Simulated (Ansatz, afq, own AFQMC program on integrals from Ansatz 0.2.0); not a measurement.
## SiH₂, singlet in cc-pVDZ, levels against full CI

```json
{"atom": "Si", "x (Å)": "0.0000", "y (Å)": "-0.0941", "z (Å)": "0.0000"}
{"atom": "H", "x (Å)": "0.0000", "y (Å)": "1.3115", "z (Å)": "-1.4355"}
{"atom": "H", "x (Å)": "0.0000", "y (Å)": "1.3115", "z (Å)": "1.4355"}
```

Basis cc-pVDZ. Noble-gas cores (and the filled d shells of Ga–Kr and In–Xe) are frozen. AFQMC by an in-house program on the Cholesky factors that Ansatz 0.2.0 writes for its CCSD(T) run. ph-AFQMC/CISD is guided by a CISD state made of CCSD amplitudes; releasing the constraint for a short imaginary time cuts its bias at the price of noise, slowly where states lie close. ± is one standard error of the sampling.

Determinant: RHF, the one that the program's search chose, which needn't be the lowest solution. The geometry is a point of a scan.

Full CI on the same integrals is exact in this basis and with this determinant's frozen core.

Cautions: higher spins were not checked; restricted determinant unstable towards unrestricted (UHF 20 meV lower, ⟨S²⟩ 0.19); raised T1 diagnostic (T1 0.023, weight of the determinant 0.87, largest double 0.09).

```
T1 diagnostic                               : 0.0231
weight of the determinant in the CISD state : 0.875
size of the correlated space                : 6 electrons in 23 orbitals
```

Reference: full CI, correlation energy -3.599 eV. The released energy is read at 2.40 1/Eh (meV from the phaseless value at times in 1/Eh: -2 ± 3 at 0.24, -6.2 ± 2.2 at 0.51, -6.6 ± 2.0 at 0.99, -9.1 ± 2.0 at 1.62, -8.8 ± 1.7 at 2.40).

```
         level  E − E(reference) (meV)  share of correlation (%)
            HF                  3598.9                      0.00
           MP2                  1082.2                     69.93
          CCSD                   130.7                     96.37
       CCSD(T)                    31.5                     99.13
         CCSDT                     3.4                     99.91
      CCSDT(Q)                     0.2                     99.99
        CCSDTQ                    -0.1                    100.00
   ph-AFQMC/HF              0.0 ± 35.6                    100.00
 ph-AFQMC/CISD              12.9 ± 2.3                     99.64
released AFQMC               4.1 ± 1.7                     99.89
```

CCSDT and higher add their correlation energy to the determinant of the CCSD(T) run, since their own runs factorise the integrals more tightly (a shift of under 2 meV). A walk keeps the symmetry of its determinant, which the program's search chose and which needn't be the lowest solution, so a lower state of the same spin and another symmetry isn't excluded. Released energies are given only where the last usable release times agree within the noise; a slower fall can still hide under it.
